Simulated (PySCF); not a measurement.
# CH2F···C3H3: magnetic exchange

What do calculations give for the magnetic exchange of CH2F···C3H3?

Computed with PySCF 2.14.0 and routines of our own; the level stands in each step. Atoms count from 0.

## 1. The system as given

10 atoms, charge 0, high-spin multiplicity 3; geometry from: GFN2-xTB fragments, placed rigidly.

The system (radical pair): CH2F···C3H3. The radical centres are 2.58 Å apart, edge to face; the spin sites are atoms 0, 1, 2, 3 (1 unpaired) and atoms 4, 5, 6, 7, 8, 9 (1 unpaired).

## 2. Magnetic exchange: CASSCF and SC-NEVPT2/def2-SVP (2,2)

What the job is given:

```
{"job": {"kind": "cas", "basis": "def2-SVP", "active": "magnetic", "zfs": true}, "charge": 0, "high_spin_multiplicity": 3, "spin_sites": [[[0, 1, 2, 3], 1], [[4, 5, 6, 7, 8, 9], 1]]}
C      0.038500     0.000000    -2.161300
F     -1.289200    -0.002200    -2.268100
H      0.507600     0.955800    -2.277100
H      0.511500    -0.953900    -2.277100
C      0.038500     0.000000     0.422700
C      0.038900    -0.000600     1.774600
C      0.038700     0.000000     2.993900
H     -0.762600     0.462700    -0.124600
H      0.839500    -0.462200    -0.125000
H      0.038500     0.000300     4.042100
```

With the program's defaults for keys left out, this is: CASSCF and SC-NEVPT2/def2-SVP spin states, gas phase.

Run with:

```
$ OMP_NUM_THREADS=1 python exch_run.py task.json out
```

This one command runs all jobs of the session in turn.

Standard output:

```text
start orbitals: natural orbitals of the high-spin HF determinant (converged)
active space: 2 electrons in 2 orbitals, 18 closed; orbitals optimised for multiplicities 3 1
macro   0  E = -253.4157018967  dE =  0.000e+00  |g| = 6.960e-02
macro   1  E = -253.4170964420  dE = -1.395e-03  |g| = 3.321e-02
macro   2  E = -253.4181561936  dE = -1.060e-03  |g| = 3.439e-02
macro   3  E = -253.4187535204  dE = -5.973e-04  |g| = 3.649e-02
macro   4  E = -253.4191513931  dE = -3.979e-04  |g| = 2.044e-02
macro   5  E = -253.4192579779  dE = -1.066e-04  |g| = 7.517e-03
macro   6  E = -253.4192703695  dE = -1.239e-05  |g| = 5.384e-03
macro   7  E = -253.4192742537  dE = -3.884e-06  |g| = 1.991e-03
macro   8  E = -253.4192755885  dE = -1.335e-06  |g| = 1.048e-03
macro   9  E = -253.4192758253  dE = -2.368e-07  |g| = 4.190e-04
macro  10  E = -253.4192758511  dE = -2.586e-08  |g| = 1.485e-04
CASSCF converged, mean energy = -253.4192758511
2S+1 = 3  root 0  E(CAS) = -253.42010081  E(NEVPT2) = -254.10797143  occupations 1.000 1.000
2S+1 = 1  root 0  E(CAS) = -253.41845089  E(NEVPT2) = -254.10646904  occupations 1.041 0.959
2S+1 = 1  root 1  E(CAS) = -253.13693932  E(NEVPT2) = -253.98632842  occupations 1.999 0.001
2S+1 = 1  root 2  E(CAS) = -253.07971916  E(NEVPT2) = -253.93305516  occupations 1.999 0.001
D(spin-spin) = -0.1156 cm-1, E/D = 0.097
D(spin-orbit) = 0.0001 cm-1, D(total) = -0.1156 cm-1, E/D = 0.097
```

Wall time 2.4 s (1 thread of Arm Neoverse V2, shared host).

Key values:

| quantity | value |
| --- | --- |
| J (CASSCF) | 181 cm⁻¹ |
| J (NEVPT2) | 165 cm⁻¹ |
| low less high spin (NEVPT2) | 0.9 kcal/mol |
| diradical index y0 | 0.96 |
| zero-field D | -0.116 cm⁻¹ |

Mulliken spin populations of the high-spin state:

| atom | value (e) |
| --- | --- |
| C0 | 0.94 |
| F1 | 0.04 |
| H2 | 0.01 |
| H3 | 0.01 |
| C4 | 0.80 |
| C5 | 0.01 |
| C6 | 0.18 |
| H7 | 0.00 |
| H8 | 0.01 |
| H9 | 0.00 |

Orbitals, density, ELF and potential are computed afterwards from the orbital file.

The spin density lies nearest to C0, C4 about 31 % each; C6 8 %; 4 H atoms about 5 % each.

## 3. Magnetic exchange: HF/def2-SVP

The job, as its differences from that of step 2:

```diff
@@ -1,2 +1,2 @@
-{"job": {"kind": "cas", "basis": "def2-SVP", "active": "magnetic", "zfs": true}, "charge": 0, "high_spin_multiplicity": 3, "spin_sites": [[[0, 1, 2, 3], 1], [[4, 5, 6, 7, 8, 9], 1]]}
+{"job": {"kind": "bs", "xc": "HF", "basis": "def2-SVP", "rks": true}, "charge": 0, "high_spin_multiplicity": 3, "spin_sites": [[[0, 1, 2, 3], 1], [[4, 5, 6, 7, 8, 9], 1]]}
 C      0.038500     0.000000    -2.161300
```

Method: HF/def2-SVP high-spin, broken-symmetry and restricted single points, gas phase.

Standard output:

```text
high-spin state, multiplicity 3
final grid: 83296 points
cycle   1  E = -253.3270595253  dE =  6.398e-01  |g| = 4.001e-01  |ddm| = 2.283e+00
cycle   2  E = -253.4162944803  dE = -8.923e-02  |g| = 1.889e-01  |ddm| = 5.698e-01
cycle   3  E = -253.4330780970  dE = -1.678e-02  |g| = 6.663e-02  |ddm| = 1.908e-01
cycle   4  E = -253.4380167979  dE = -4.939e-03  |g| = 2.896e-02  |ddm| = 1.169e-01
cycle   5  E = -253.4395821932  dE = -1.565e-03  |g| = 1.836e-02  |ddm| = 5.573e-02
cycle   6  E = -253.4406726427  dE = -1.090e-03  |g| = 1.081e-02  |ddm| = 6.120e-02
cycle   7  E = -253.4410097222  dE = -3.371e-04  |g| = 8.585e-03  |ddm| = 2.621e-02
cycle   8  E = -253.4413783769  dE = -3.687e-04  |g| = 6.754e-03  |ddm| = 3.319e-02
cycle   9  E = -253.4418406854  dE = -4.623e-04  |g| = 3.464e-03  |ddm| = 6.353e-02
cycle  10  E = -253.4419443375  dE = -1.037e-04  |g| = 1.508e-03  |ddm| = 3.411e-02
cycle  11  E = -253.4419550323  dE = -1.069e-05  |g| = 6.988e-04  |ddm| = 9.672e-03
cycle  12  E = -253.4419568207  dE = -1.788e-06  |g| = 3.152e-04  |ddm| = 3.042e-03
cycle  13  E = -253.4419572266  dE = -4.059e-07  |g| = 1.490e-04  |ddm| = 1.479e-03
cycle  14  E = -253.4419573033  dE = -7.675e-08  |g| = 7.554e-05  |ddm| = 5.041e-04
cycle  15  E = -253.4419573194  dE = -1.610e-08  |g| = 3.671e-05  |ddm| = 2.256e-04
cycle  16  E = -253.4419573230  dE = -3.527e-09  |g| = 1.645e-05  |ddm| = 1.171e-04
converged SCF energy = -253.4419573230

broken-symmetry state, M_S = 0, start: spins of the second site flipped
final grid: 83296 points
cycle   1  E = -253.4306919953  dE = -1.504e-02  |g| = 5.485e-02  |ddm| = 1.859e-01
cycle   2  E = -253.4352867828  dE = -4.595e-03  |g| = 3.506e-02  |ddm| = 8.962e-02
cycle   3  E = -253.4387220431  dE = -3.435e-03  |g| = 1.671e-02  |ddm| = 1.089e-01
cycle   4  E = -253.4397336484  dE = -1.012e-03  |g| = 1.101e-02  |ddm| = 5.581e-02
cycle   5  E = -253.4401956638  dE = -4.620e-04  |g| = 8.869e-03  |ddm| = 3.321e-02
cycle   6  E = -253.4406810871  dE = -4.854e-04  |g| = 6.732e-03  |ddm| = 4.344e-02
cycle   7  E = -253.4410820775  dE = -4.010e-04  |g| = 3.687e-03  |ddm| = 5.799e-02
cycle   8  E = -253.4411880299  dE = -1.060e-04  |g| = 1.703e-03  |ddm| = 3.190e-02
cycle   9  E = -253.4412044792  dE = -1.645e-05  |g| = 9.063e-04  |ddm| = 1.067e-02
cycle  10  E = -253.4412078135  dE = -3.334e-06  |g| = 4.539e-04  |ddm| = 3.891e-03
cycle  11  E = -253.4412086783  dE = -8.647e-07  |g| = 1.758e-04  |ddm| = 2.373e-03
cycle  12  E = -253.4412087535  dE = -7.523e-08  |g| = 8.431e-05  |ddm| = 4.929e-04
cycle  13  E = -253.4412087667  dE = -1.319e-08  |g| = 3.990e-05  |ddm| = 2.168e-04
cycle  14  E = -253.4412087694  dE = -2.717e-09  |g| = 1.754e-05  |ddm| = 1.038e-04
converged SCF energy = -253.4412087694

<S^2> high spin = 2.2185, broken symmetry = 1.2216
E(HS) - E(BS) = -164.29 cm-1
J_noodleman = 164.29 cm-1
J_unprojected = 82.14 cm-1
J_yamaguchi = 164.79 cm-1

restricted closed-shell singlet
final grid: 83296 points
cycle   1  E = -252.8391121929  dE =  2.498e-01  |g| = 1.119e+00  |ddm| = 2.364e+00
cycle   2  E = -252.5430790994  dE =  2.960e-01  |g| = 1.489e+00  |ddm| = 2.928e+00
cycle   3  E = -253.2597359381  dE = -7.167e-01  |g| = 2.432e-01  |ddm| = 2.145e+00
cycle   4  E = -253.2836342937  dE = -2.390e-02  |g| = 8.386e-02  |ddm| = 4.191e-01
cycle   5  E = -253.2874744495  dE = -3.840e-03  |g| = 4.279e-02  |ddm| = 1.365e-01
cycle   6  E = -253.2886319640  dE = -1.158e-03  |g| = 1.814e-02  |ddm| = 1.142e-01
cycle   7  E = -253.2889588236  dE = -3.269e-04  |g| = 4.864e-03  |ddm| = 8.143e-02
cycle   8  E = -253.2889786196  dE = -1.980e-05  |g| = 2.109e-03  |ddm| = 1.620e-02
cycle   9  E = -253.2889821965  dE = -3.577e-06  |g| = 1.322e-03  |ddm| = 6.840e-03
cycle  10  E = -253.2889831536  dE = -9.571e-07  |g| = 7.746e-04  |ddm| = 3.216e-03
cycle  11  E = -253.2889835575  dE = -4.039e-07  |g| = 2.078e-04  |ddm| = 2.894e-03
cycle  12  E = -253.2889835959  dE = -3.844e-08  |g| = 7.635e-05  |ddm| = 8.193e-04
cycle  13  E = -253.2889836019  dE = -5.924e-09  |g| = 4.543e-05  |ddm| = 2.217e-04
converged SCF energy = -253.2889836019
```

It took 1.6 s on 1 thread of Arm Neoverse V2, shared host.

The high-spin determinant is itself spin-contaminated (⟨S²⟩ 2.22 against 2.00), which the projection doesn't allow for.

Key values:

| quantity | value |
| --- | --- |
| J (Yamaguchi) | 165 cm⁻¹ |
| low less high spin, projected | 1.0 kcal/mol |
| closed shell less high spin (no spin gap: the broken-symmetry state lies far lower) | 96.0 kcal/mol |

## 4. Magnetic exchange: BHandHLYP/def2-SVP

The job, as its differences from that of step 3:

```diff
@@ -1,2 +1,2 @@
-{"job": {"kind": "bs", "xc": "HF", "basis": "def2-SVP", "rks": true}, "charge": 0, "high_spin_multiplicity": 3, "spin_sites": [[[0, 1, 2, 3], 1], [[4, 5, 6, 7, 8, 9], 1]]}
+{"job": {"kind": "bs", "xc": "BHandHLYP", "grid": 1, "basis": "def2-SVP", "rks": true}, "charge": 0, "high_spin_multiplicity": 3, "spin_sites": [[[0, 1, 2, 3], 1], [[4, 5, 6, 7, 8, 9], 1]]}
 C      0.038500     0.000000    -2.161300
```

With the program's defaults for keys left out, this is: BHandHLYP/def2-SVP high-spin, broken-symmetry and restricted single points, gas phase.

Standard output:

```text
high-spin state, multiplicity 3
final grid: 38384 points
cycle   1  E = -254.7242261618  dE = -1.223e-02  |g| = 4.342e-02  |ddm| = 4.478e-01
cycle   2  E = -254.7261387863  dE = -1.913e-03  |g| = 2.764e-02  |ddm| = 8.657e-02
cycle   3  E = -254.7268116775  dE = -6.729e-04  |g| = 1.462e-02  |ddm| = 3.592e-02
cycle   4  E = -254.7272595338  dE = -4.479e-04  |g| = 1.073e-02  |ddm| = 3.502e-02
cycle   5  E = -254.7275233525  dE = -2.638e-04  |g| = 4.349e-03  |ddm| = 3.211e-02
cycle   6  E = -254.7275809926  dE = -5.764e-05  |g| = 3.315e-03  |ddm| = 1.375e-02
cycle   7  E = -254.7276112506  dE = -3.026e-05  |g| = 1.077e-03  |ddm| = 1.228e-02
cycle   8  E = -254.7276168078  dE = -5.557e-06  |g| = 2.755e-04  |ddm| = 6.776e-03
cycle   9  E = -254.7276169282  dE = -1.205e-07  |g| = 1.265e-04  |ddm| = 8.363e-04
cycle  10  E = -254.7276169422  dE = -1.399e-08  |g| = 2.977e-05  |ddm| = 2.169e-04
cycle  11  E = -254.7276169435  dE = -1.273e-09  |g| = 1.126e-05  |ddm| = 6.756e-05
converged SCF energy = -254.7276169435

broken-symmetry state, M_S = 0, start: spins of the second site flipped
final grid: 38384 points
cycle   1  E = -254.7250934972  dE = -7.006e-03  |g| = 2.725e-02  |ddm| = 1.385e-01
cycle   2  E = -254.7264408274  dE = -1.347e-03  |g| = 1.425e-02  |ddm| = 5.392e-02
cycle   3  E = -254.7270102680  dE = -5.694e-04  |g| = 5.762e-03  |ddm| = 4.767e-02
cycle   4  E = -254.7270779990  dE = -6.773e-05  |g| = 4.137e-03  |ddm| = 1.373e-02
cycle   5  E = -254.7271112910  dE = -3.329e-05  |g| = 2.472e-03  |ddm| = 9.858e-03
cycle   6  E = -254.7271266194  dE = -1.533e-05  |g| = 1.289e-03  |ddm| = 6.590e-03
cycle   7  E = -254.7271352243  dE = -8.605e-06  |g| = 6.938e-04  |ddm| = 7.923e-03
cycle   8  E = -254.7271359331  dE = -7.088e-07  |g| = 1.656e-04  |ddm| = 2.029e-03
cycle   9  E = -254.7271360188  dE = -8.565e-08  |g| = 6.019e-05  |ddm| = 6.701e-04
cycle  10  E = -254.7271360294  dE = -1.068e-08  |g| = 4.153e-05  |ddm| = 1.879e-04
cycle  11  E = -254.7271360327  dE = -3.262e-09  |g| = 1.481e-05  |ddm| = 1.057e-04
converged SCF energy = -254.7271360327

<S^2> high spin = 2.0506, broken symmetry = 1.0500
E(HS) - E(BS) = -105.55 cm-1
J_noodleman = 105.55 cm-1
J_unprojected = 52.77 cm-1
J_yamaguchi = 105.49 cm-1

restricted closed-shell singlet
final grid: 38384 points
cycle   1  E = -254.0465731366  dE =  3.943e-01  |g| = 1.258e+00  |ddm| = 2.405e+00
cycle   2  E = -249.1335811002  dE =  4.913e+00  |g| = 3.384e+00  |ddm| = 5.476e+00
cycle   3  E = -254.4587261657  dE = -5.325e+00  |g| = 6.404e-01  |ddm| = 5.111e+00
cycle   4  E = -254.5155239082  dE = -5.680e-02  |g| = 5.897e-01  |ddm| = 1.790e+00
cycle   5  E = -254.6363615892  dE = -1.208e-01  |g| = 1.481e-01  |ddm| = 6.286e-01
cycle   6  E = -254.6395350478  dE = -3.173e-03  |g| = 1.146e-01  |ddm| = 2.244e-01
cycle   7  E = -254.6439426908  dE = -4.408e-03  |g| = 1.347e-02  |ddm| = 1.258e-01
cycle   8  E = -254.6440007719  dE = -5.808e-05  |g| = 7.139e-03  |ddm| = 2.004e-02
cycle   9  E = -254.6440194100  dE = -1.864e-05  |g| = 4.108e-03  |ddm| = 1.129e-02
cycle  10  E = -254.6440265001  dE = -7.090e-06  |g| = 6.067e-04  |ddm| = 7.047e-03
cycle  11  E = -254.6440263301  dE =  1.700e-07  |g| = 9.348e-04  |ddm| = 1.647e-03
cycle  12  E = -254.6440266525  dE = -3.224e-07  |g| = 9.624e-05  |ddm| = 1.292e-03
cycle  13  E = -254.6440266567  dE = -4.242e-09  |g| = 4.768e-05  |ddm| = 1.782e-04
converged SCF energy = -254.6440266567
```

Wall time 6.5 s (1 thread of Arm Neoverse V2, shared host).

Key values:

| quantity | value |
| --- | --- |
| J (Yamaguchi) | 105 cm⁻¹ |
| low less high spin, projected | 0.6 kcal/mol |
| closed shell less high spin (no spin gap: the broken-symmetry state lies far lower) | 52.5 kcal/mol |

## 5. Magnetic exchange: CASSCF and SC-NEVPT2/def2-SVP (6,6)

The job, as its differences from that of step 4:

```diff
@@ -1,2 +1,2 @@
-{"job": {"kind": "bs", "xc": "BHandHLYP", "grid": 1, "basis": "def2-SVP", "rks": true}, "charge": 0, "high_spin_multiplicity": 3, "spin_sites": [[[0, 1, 2, 3], 1], [[4, 5, 6, 7, 8, 9], 1]]}
+{"job": {"kind": "cas", "basis": "def2-SVP", "active": "natural", "max": 6, "thr": 0.008, "zfs": false}, "charge": 0, "high_spin_multiplicity": 3, "spin_sites": [[[0, 1, 2, 3], 1], [[4, 5, 6, 7, 8, 9], 1]]}
 C      0.038500     0.000000    -2.161300
```

With the program's defaults for keys left out, this is: CASSCF and SC-NEVPT2/def2-SVP spin states, gas phase.

Standard output:

```text
start orbitals: natural orbitals of the high-spin HF determinant (converged)
active space: 6 electrons in 6 orbitals, 16 closed; orbitals optimised for multiplicities 3 1
macro   0  E = -253.4876910100  dE =  0.000e+00  |g| = 8.605e-02
macro   1  E = -253.4913504805  dE = -3.659e-03  |g| = 3.027e-02
macro   2  E = -253.4917955461  dE = -4.451e-04  |g| = 8.742e-03
macro   3  E = -253.4918090206  dE = -1.347e-05  |g| = 3.013e-03
macro   4  E = -253.4918110467  dE = -2.026e-06  |g| = 9.077e-04
macro   5  E = -253.4918112324  dE = -1.857e-07  |g| = 5.526e-04
macro   6  E = -253.4918113107  dE = -7.827e-08  |g| = 2.346e-04
CASSCF converged, mean energy = -253.4918113107
2S+1 = 3  root 0  E(CAS) = -253.49256474  E(NEVPT2) = -254.10749596  occupations 1.938 1.935 1.002 1.000 0.063 0.062
2S+1 = 1  root 0  E(CAS) = -253.49105788  E(NEVPT2) = -254.10626950  occupations 1.938 1.935 1.039 0.963 0.063 0.062
```

Wall time 1 s (1 thread of Arm Neoverse V2, shared host).

From this job:

| quantity | value |
| --- | --- |
| J (CASSCF) | 165 cm⁻¹ |
| J (NEVPT2) | 135 cm⁻¹ |
| low less high spin (NEVPT2) | 0.8 kcal/mol |
| diradical index y0 | 0.96 |

## 6. Magnetic exchange: CASSCF and SC-NEVPT2/def2-SVP (2,2)

The job, as its differences from that of step 5:

```diff
@@ -1,2 +1,2 @@
-{"job": {"kind": "cas", "basis": "def2-SVP", "active": "natural", "max": 6, "thr": 0.008, "zfs": false}, "charge": 0, "high_spin_multiplicity": 3, "spin_sites": [[[0, 1, 2, 3], 1], [[4, 5, 6, 7, 8, 9], 1]]}
+{"job": {"kind": "cas", "basis": "def2-SVP", "active": "magnetic", "zfs": true, "fc": false}, "charge": 0, "high_spin_multiplicity": 3, "spin_sites": [[[0, 1, 2, 3], 1], [[4, 5, 6, 7, 8, 9], 1]]}
 C      0.038500     0.000000    -2.161300
```

With the program's defaults for keys left out, this is: CASSCF and SC-NEVPT2/def2-SVP spin states, gas phase.

Standard output:

```text
start orbitals: natural orbitals of the high-spin HF determinant (converged)
active space: 2 electrons in 2 orbitals, 18 closed; orbitals optimised for multiplicities 3 1
macro   0  E = -253.4157018967  dE =  0.000e+00  |g| = 6.960e-02
macro   1  E = -253.4170964420  dE = -1.395e-03  |g| = 3.321e-02
macro   2  E = -253.4181561936  dE = -1.060e-03  |g| = 3.439e-02
macro   3  E = -253.4187535204  dE = -5.973e-04  |g| = 3.649e-02
macro   4  E = -253.4191513931  dE = -3.979e-04  |g| = 2.044e-02
macro   5  E = -253.4192579779  dE = -1.066e-04  |g| = 7.517e-03
macro   6  E = -253.4192703695  dE = -1.239e-05  |g| = 5.384e-03
macro   7  E = -253.4192742537  dE = -3.884e-06  |g| = 1.991e-03
macro   8  E = -253.4192755885  dE = -1.335e-06  |g| = 1.048e-03
macro   9  E = -253.4192758253  dE = -2.368e-07  |g| = 4.190e-04
macro  10  E = -253.4192758511  dE = -2.586e-08  |g| = 1.485e-04
CASSCF converged, mean energy = -253.4192758511
2S+1 = 3  root 0  E(CAS) = -253.42010081  E(NEVPT2) = -254.12213028  occupations 1.000 1.000
2S+1 = 1  root 0  E(CAS) = -253.41845089  E(NEVPT2) = -254.12063094  occupations 1.041 0.959
2S+1 = 1  root 1  E(CAS) = -253.13693932  E(NEVPT2) = -254.00051655  occupations 1.999 0.001
2S+1 = 1  root 2  E(CAS) = -253.07971916  E(NEVPT2) = -253.94724818  occupations 1.999 0.001
D(spin-spin) = -0.1156 cm-1, E/D = 0.097
D(spin-orbit) = 0.0001 cm-1, D(total) = -0.1156 cm-1, E/D = 0.097
```

Wall time 2.3 s (1 thread of Arm Neoverse V2, shared host).

In short:

| quantity | value |
| --- | --- |
| J (CASSCF) | 181 cm⁻¹ |
| J (NEVPT2) | 165 cm⁻¹ |
| low less high spin (NEVPT2) | 0.9 kcal/mol |
| diradical index y0 | 0.96 |
| zero-field D | -0.116 cm⁻¹ |

## 7. Magnetic exchange: CASSCF and SC-NEVPT2/def2-SVP (4,4)

The job, as its differences from that of step 6:

```diff
@@ -1,2 +1,2 @@
-{"job": {"kind": "cas", "basis": "def2-SVP", "active": "magnetic", "zfs": true, "fc": false}, "charge": 0, "high_spin_multiplicity": 3, "spin_sites": [[[0, 1, 2, 3], 1], [[4, 5, 6, 7, 8, 9], 1]]}
+{"job": {"kind": "cas", "basis": "def2-SVP", "active": "natural", "max": 8, "thr": 0.05, "zfs": false}, "charge": 0, "high_spin_multiplicity": 3, "spin_sites": [[[0, 1, 2, 3], 1], [[4, 5, 6, 7, 8, 9], 1]]}
 C      0.038500     0.000000    -2.161300
```

With the program's defaults for keys left out, this is: CASSCF and SC-NEVPT2/def2-SVP spin states, gas phase.

Standard output:

```text
start orbitals: natural orbitals of the high-spin HF determinant (converged)
active space: 4 electrons in 4 orbitals, 17 closed; orbitals optimised for multiplicities 3 1
macro   0  E = -253.4491639347  dE =  0.000e+00  |g| = 4.360e-02
macro   1  E = -253.4497327076  dE = -5.688e-04  |g| = 1.314e-02
macro   2  E = -253.4498048887  dE = -7.218e-05  |g| = 4.084e-03
macro   3  E = -253.4498088947  dE = -4.006e-06  |g| = 1.667e-03
macro   4  E = -253.4498097299  dE = -8.352e-07  |g| = 8.234e-04
macro   5  E = -253.4498098711  dE = -1.412e-07  |g| = 4.824e-04
macro   6  E = -253.4498099198  dE = -4.877e-08  |g| = 1.448e-04
CASSCF converged, mean energy = -253.4498099198
2S+1 = 3  root 0  E(CAS) = -253.45052386  E(NEVPT2) = -254.11125583  occupations 1.933 1.000 1.000 0.066
2S+1 = 1  root 0  E(CAS) = -253.44909598  E(NEVPT2) = -254.10997137  occupations 1.933 1.036 0.964 0.067
```

It took 1.7 s on 1 thread of Arm Neoverse V2, shared host.

From this job:

| quantity | value |
| --- | --- |
| J (CASSCF) | 157 cm⁻¹ |
| J (NEVPT2) | 141 cm⁻¹ |
| low less high spin (NEVPT2) | 0.8 kcal/mol |
| diradical index y0 | 0.96 |

## 8. The levels compared

J for H = −2J S1·S2; the gap is low spin less high spin (projected; unprojected where the broken-symmetry state collapsed; or NEVPT2):

| step | level | geometry | J (cm⁻¹) | gap (kcal/mol) | time |
| --- | --- | --- | --- | --- | --- |
| 2 | CASSCF and SC-NEVPT2/def2-SVP (2,2) | one | 165 | 0.9 | 2.4 s |
| 3 | HF/def2-SVP | one | 165 | 1.0 | 1.6 s |
| 4 | BHandHLYP/def2-SVP | one | 105 | 0.6 | 6.5 s |
| 5 | CASSCF and SC-NEVPT2/def2-SVP (6,6) | one | 135 | 0.8 | 1 s |
| 6 | CASSCF and SC-NEVPT2/def2-SVP (2,2) | one | 165 | 0.9 | 2.3 s |
| 7 | CASSCF and SC-NEVPT2/def2-SVP (4,4) | one | 141 | 0.8 | 1.7 s |

CASSCF times leave out a start SCF that an earlier step had already made.

## 9. Summary of results

| quantity | value |
| --- | --- |
| J (CASSCF) (step 2, CASSCF and SC-NEVPT2/def2-SVP (2,2)) | 181 cm⁻¹ |
| J (NEVPT2) (step 2, CASSCF and SC-NEVPT2/def2-SVP (2,2)) | 165 cm⁻¹ |
| low less high spin (NEVPT2) (step 2, CASSCF and SC-NEVPT2/def2-SVP (2,2)) | 0.9 kcal/mol |
| diradical index y0 (step 2, CASSCF and SC-NEVPT2/def2-SVP (2,2)) | 0.96 |
| J | 105 (BHandHLYP/def2-SVP) to 165 cm⁻¹ (CASSCF and SC-NEVPT2/def2-SVP (2,2)) |

In step 3 the high-spin state is spin-contaminated, so its J is rough. The levels with a meaningful J put the high-spin state lower (ferromagnetic coupling), from 105 to 165 cm⁻¹.
